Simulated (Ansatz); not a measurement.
**HOF (hypofluorous acid): entropy by statistical mechanics**

A singlet with charge 0, relaxed at PBE0-D4/def2-TZVP (Ansatz 0.2.0):

```xyz
3

O     0.4306   -0.2103    0.2163
F    -0.2219    1.0146   -0.0110
H    -0.2087   -0.8043   -0.2054
```

Harmonic wavenumbers in cm⁻¹: 1037, 1434, 3774.

Masses in u: O 15.999, F 18.998, H 1.008. Take T = 298.15 K, p = 1 bar, R = 8.3145 J/(mol K), kT/hc = 207.22 cm⁻¹, rigid rotor and harmonic oscillator.

Work out S° at 298 K.


1. Translation (Sackur–Tetrode): S = R[3/2 ln M + 5/2 ln T − 1.1517] with M = 36.005 gives 153.5 J/(mol K).
2. Rotation: principal moments 0.855, 18.042, 18.897 u Å² give A, B, C = 19.7275, 0.9343, 0.8921 cm⁻¹; the symmetry number is σ = 1; q = (√π/σ)√((kT/hc)³/ABC) = 1304; S = R(ln q + 3/2) = 72.1.
3. Vibration: with u = ν̃/207.22, each mode gives R[u/(eᵘ − 1) − ln(1 − e⁻ᵘ)]; the sum is 0.4, most from 1037 cm⁻¹ (0.3), 1434 cm⁻¹ (0.1).
4. Electronic: R ln 1 = 0.0, from the spin multiplicity alone.
5. Sum: 153.5 + 72.1 + 0.4 + 0.0 = 226.0 J/(mol K).

No measured value is set beside it here.
